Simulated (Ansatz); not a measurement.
# C3H5NO (methoxyacetonitrile): levels of theory compared

Wanted: a comparison of 4 runs (HF/3-21G, HF/def2-SVP, PBE0/def2-SVP, PBE/6-311+G**) of C3H5NO (methoxyacetonitrile). 

The results are computed with Ansatz 0.2.0.

1 further run of the same task is left out (it didn't finish).

### 1 The molecule

The species is C3H5NO (10 atoms), meant as a singlet with charge 0. As SMILES, `COCC#N`. The shape is that of a PBE0-D4/def2-TZVP optimisation. This is one conformer, not always the lowest.

Bond lengths: C1–O2 1.406 Å, O2–C3 1.395 Å, C3–C4 1.459 Å, C4–N5 1.148 Å, C1–H6 1.098 Å, C1–H7 1.089 Å, C1–H8 1.098 Å, C3–H9 1.101 Å, C3–H10 1.101 Å. Some angles: C1–O2–C3 111.6°, O2–C3–C4 109.6°, C3–C4–N5 178.2°, O2–C1–H6 111.4°, O2–C1–H7 107.0°, O2–C1–H8 111.4°, O2–C3–H9 111.7°, O2–C3–H10 111.7°, C4–C3–H9 108.2°, C4–C3–H10 108.2°.

### 2 Energy and forces at HF/3-21G (run 1)

Input file run.yaml:

```yaml
crystal:
  periodic: [false, false, false]
  atoms:
    - {symbol: C, position_ang: [0.002500, -0.162100, -1.509400]}
    - {symbol: O, position_ang: [0.669600, -0.111300, -0.272700]}
    - {symbol: C, position_ang: [-0.217300, 0.116000, 0.780100]}
    - {symbol: C, position_ang: [0.518300, 0.160200, 2.039200]}
    - {symbol: "N", position_ang: [1.066300, 0.200800, 3.047400]}
    - {symbol: H, position_ang: [-0.510800, 0.783800, -1.727000]}
    - {symbol: H, position_ang: [0.758500, -0.341100, -2.272200]}
    - {symbol: H, position_ang: [-0.733400, -0.976600, -1.534700]}
    - {symbol: H, position_ang: [-0.975100, -0.679200, 0.851800]}
    - {symbol: H, position_ang: [-0.753400, 1.070000, 0.660800]}
basis:
  gaussian: {orbitals: 3-21G.json}
accuracy: high
hamiltonian: {xc: hf}
output: {forces: true, orbitals: {seedname: orbitals}}
```

The basis set 3-21G is read from a file made from the Basis Set Exchange's data (not shown).

Started as:

```
$ ansatz run run.yaml --threads 1 --pin off --max-ram 2610MiB --events-out events.jsonl --progress --plain --runs-dir runs
```

Standard output:

```text
Warning: RAYON_NUM_THREADS=1 ignored (pool sized by the plan → 1); use --threads N
Functional definition: HF
  name "HF"
  exchange = exact_x
  correlation = 0
1298 factors; integrals over basis functions are off by at most 6.9e-9 eV
mean field evaluation 1: about -6647.3813 eV, gradient 3.5e1 eV
mean field evaluation 2: about -6647.9035 eV, gradient 3.5e1 eV
mean field evaluation 4: about -6650.9848 eV, gradient 3.7e0 eV
mean field evaluation 8: about -6651.0412 eV, gradient 3.6e-1 eV
mean field evaluation 16: about -6651.0418 eV, gradient 2.2e-8 eV
mean field -6651.04181870 eV, -244.4212785992 hartree, gradient 2.9e-8 eV, S^2 0.000000; 0 other end points of the search recorded, 0 dependent functions left out
the calculation of the forces begins
reference -6651.04181870 eV, -244.4212785992 hartree; 19, 19 occupied and 36, 36 virtual orbitals, 1298 factors
Total energy: -6651.04181870 eV, -244.4212785992 hartree
Atom 0 at     0.002500    -0.162100    -1.509400 Å, force    -0.408169    -0.124057    -1.601858 eV/Å
Atom 1 at     0.669600    -0.111300    -0.272700 Å, force     0.866715    -0.092423     0.163938 eV/Å
Atom 2 at    -0.217300     0.116000     0.780100 Å, force    -1.182709     0.272398     1.119351 eV/Å
Atom 3 at     0.518300     0.160200     2.039200 Å, force     0.708427     0.066100     1.425118 eV/Å
Atom 4 at     1.066300     0.200800     3.047400 Å, force    -0.652898    -0.066759    -1.369062 eV/Å
Atom 5 at    -0.510800     0.783800    -1.727000 Å, force     0.161968    -0.371698     0.053402 eV/Å
Atom 6 at     0.758500    -0.341100    -2.272200 Å, force    -0.290549     0.063591     0.241638 eV/Å
Atom 7 at    -0.733400    -0.976600    -1.534700 Å, force     0.250030     0.323599    -0.021675 eV/Å
Atom 8 at    -0.975100    -0.679200     0.851800 Å, force     0.323383     0.357080    -0.048544 eV/Å
Atom 9 at    -0.753400     1.070000     0.660800 Å, force     0.223801    -0.427830     0.037692 eV/Å
Dipole moment:    -0.734019     0.009398    -0.765160 e Å
```

Run time: 1.9 s. Hardware: 1 thread of Intel Xeon Platinum 8259CL at 2.50GHz (Skylake/Cascade Lake), shared host; peak memory 0.14 GiB.

### 3 Energy and gradient at HF/def2-SVP (run 2)

Input file in.yaml:

```yaml
crystal:
  periodic: [false, false, false]
  atoms:
    - symbol: C
      position_ang: [0.002500, -0.162100, -1.509400]
    - symbol: O
      position_ang: [0.669600, -0.111300, -0.272700]
    - symbol: C
      position_ang: [-0.217300, 0.116000, 0.780100]
    - symbol: C
      position_ang: [0.518300, 0.160200, 2.039200]
    - symbol: N
      position_ang: [1.066300, 0.200800, 3.047400]
    - symbol: H
      position_ang: [-0.510800, 0.783800, -1.727000]
    - symbol: H
      position_ang: [0.758500, -0.341100, -2.272200]
    - symbol: H
      position_ang: [-0.733400, -0.976600, -1.534700]
    - symbol: H
      position_ang: [-0.975100, -0.679200, 0.851800]
    - symbol: H
      position_ang: [-0.753400, 1.070000, 0.660800]
basis:
  gaussian:
    orbitals: def2-SVP
total_charge: 0
hamiltonian:
  xc: hf
accuracy: high
output: {forces: true, orbitals: {seedname: orbitals}}
```

Started as:

```
$ ansatz run in.yaml --threads 1 --pin off --max-ram 2610MiB --events-out events.jsonl --progress --plain --runs-dir runs
```

Standard output:

```text
Warning: RAYON_NUM_THREADS=1 ignored (pool sized by the plan → 1); use --threads N
[... 4 set-up lines as earlier in the session ...]
2292 factors; integrals over basis functions are off by at most 3.6e-9 eV
mean field evaluation 1: about -6679.8046 eV, gradient 3.6e1 eV
mean field evaluation 2: about -6679.8130 eV, gradient 3.6e1 eV
mean field evaluation 4: about -6683.1407 eV, gradient 4.8e0 eV
mean field evaluation 8: about -6683.2173 eV, gradient 3.7e-1 eV
mean field -6683.21785714 eV, -245.6037262023 hartree, gradient 3.0e-8 eV, S^2 0.000000; 0 other end points of the search recorded, 0 dependent functions left out
the calculation of the forces begins
reference -6683.21785714 eV, -245.6037262023 hartree; 19, 19 occupied and 76, 76 virtual orbitals, 2292 factors
Total energy: -6683.21785714 eV, -245.6037262023 hartree
Atom 0 at     0.002500    -0.162100    -1.509400 Å, force     0.380096    -0.032493     0.148241 eV/Å
Atom 1 at     0.669600    -0.111300    -0.272700 Å, force    -1.084316     0.139980     0.031603 eV/Å
Atom 2 at    -0.217300     0.116000     0.780100 Å, force    -0.023580    -0.079180    -0.756088 eV/Å
Atom 3 at     0.518300     0.160200     2.039200 Å, force     1.384410     0.102234     2.541381 eV/Å
Atom 4 at     1.066300     0.200800     3.047400 Å, force    -1.111797    -0.083793    -2.057972 eV/Å
Atom 5 at    -0.510800     0.783800    -1.727000 Å, force     0.091181    -0.120061     0.041268 eV/Å
Atom 6 at     0.758500    -0.341100    -2.272200 Å, force    -0.098442     0.015277     0.022140 eV/Å
Atom 7 at    -0.733400    -0.976600    -1.534700 Å, force     0.119270     0.100468     0.017967 eV/Å
Atom 8 at    -0.975100    -0.679200     0.851800 Å, force     0.193317     0.149791    -0.013207 eV/Å
Atom 9 at    -0.753400     1.070000     0.660800 Å, force     0.149860    -0.192224     0.024665 eV/Å
Dipole moment:    -0.707276     0.002640    -0.796106 e Å
```

It took 8.1 s on 1 thread of Intel Xeon Platinum 8259CL at 2.50GHz (Skylake/Cascade Lake), shared host; peak memory 0.3 GiB.

Run 3 isn't shown in full; the table further down has it.

### 4 Energy and forces at PBE/6-311+G(d,p) (run 4)

Edit run.yaml of step 2 so:

```diff
@@ -14,5 +14,7 @@
 basis:
-  gaussian: {orbitals: 3-21G.json}
+  gaussian:
+    orbitals: 6-311+G_st__st_.json
 accuracy: high
-hamiltonian: {xc: hf}
 output: {forces: true, orbitals: {seedname: orbitals}}
+hamiltonian:
+  xc: {name: PBE}
```

The basis set 6-311+G** is read from a file made from the Basis Set Exchange's data (not shown).

Started as:

```
$ ansatz run run.yaml --threads 1 --pin off --max-ram 2610MiB --events-out events.jsonl --progress --plain --runs-dir runs
```

Standard output:

```text
Warning: RAYON_NUM_THREADS=1 ignored (pool sized by the plan → 1); use --threads N
Functional definition: PBE
  name "PBE"
  parameter kappa = 0.804
  parameter beta = 0.06672455060314922
  exchange = pbe_x(kappa = kappa, mu = beta*pi^2/3)
  correlation = pbe_c(beta = beta)
2684 factors; integrals over basis functions are off by at most 3.4e-9 eV
mean field evaluation 1: about -6710.9447 eV, gradient 7.1e1 eV
mean field evaluation 2: about -6692.9762 eV, gradient 1.1e2 eV
mean field evaluation 4: about -6721.7244 eV, gradient 1.2e1 eV
mean field evaluation 8: about -6722.0107 eV, gradient 3.6e-1 eV
mean field evaluation 16: about -6722.0110 eV, gradient 1.4e-5 eV
mean field -6722.01102482 eV, -247.0293488194 hartree, gradient 3.8e-8 eV, S^2 0.000000; 0 other end points of the search recorded, 0 dependent functions left out
the calculation of the forces begins
reference -6722.01103081 eV, -247.0293490395 hartree; 19, 19 occupied and 121, 121 virtual orbitals, 2684 factors
Total energy: -6722.01103081 eV, -247.0293490395 hartree
Atom 0 at     0.002500    -0.162100    -1.509400 Å, force    -0.129726    -0.010375    -0.240305 eV/Å
Atom 1 at     0.669600    -0.111300    -0.272700 Å, force     0.728383    -0.094656    -0.017711 eV/Å
Atom 2 at    -0.217300     0.116000     0.780100 Å, force    -0.072290     0.049733     0.369248 eV/Å
Atom 3 at     0.518300     0.160200     2.039200 Å, force    -0.836390    -0.055966    -1.485686 eV/Å
Atom 4 at     1.066300     0.200800     3.047400 Å, force     0.929917     0.068450     1.707090 eV/Å
Atom 5 at    -0.510800     0.783800    -1.727000 Å, force    -0.155212     0.269957    -0.092849 eV/Å
Atom 6 at     0.758500    -0.341100    -2.272200 Å, force     0.200120    -0.046938    -0.200906 eV/Å
Atom 7 at    -0.733400    -0.976600    -1.534700 Å, force    -0.219033    -0.236309    -0.036862 eV/Å
Atom 8 at    -0.975100    -0.679200     0.851800 Å, force    -0.255180    -0.227239     0.026650 eV/Å
Atom 9 at    -0.753400     1.070000     0.660800 Å, force    -0.190590     0.283343    -0.028670 eV/Å
Dipole moment:    -0.633302    -0.002623    -0.758543 e Å
```

Wall time 21 s (1 thread of Intel Xeon Platinum 8259CL at 2.50GHz (Skylake/Cascade Lake), shared host); peak memory 0.46 GiB.

### 5 All runs side by side

| run | level | energy (Eh) | dipole moment (D) | HOMO energy (eV) | LUMO energy (eV) | wall time |
| --- | --- | --- | --- | --- | --- | --- |
| 1 | HF/3-21G | -244.421279 | 5.09 | -11.96 | 5.06 | 1.9 s |
| 2 | HF/def2-SVP | -245.603726 | 5.11 | -12.29 | 4.06 | 8.1 s |
| 3 | PBE0/def2-SVP | -246.784704 | 4.64 | -8.17 | 0.34 | 13 s |
| 4 | PBE/6-311+G** | -247.029349 | 4.75 | -6.77 | -1.20 | 21 s |

### 6 Results

```
                       quantity          value
            run 4: total energy  -247.02935 Eh
           run 4: dipole moment         4.75 D
             run 4: HOMO energy       -6.77 eV
             run 4: LUMO energy       -1.20 eV
           run 4: HOMO–LUMO gap        5.57 eV
run 4: largest force on an atom     1.945 eV/Å
```

In words: The dipole moment (its size) runs from 4.64 D (PBE0/def2-SVP) to 5.11 D (HF/def2-SVP). The HOMO–LUMO gap runs from 5.57 eV (PBE/6-311+G**) to 17.02 eV (HF/3-21G). The two ends differ in method and basis. Totals of different functionals can't be ranked against each other. All runs together took 44 s, the longest 21 s.
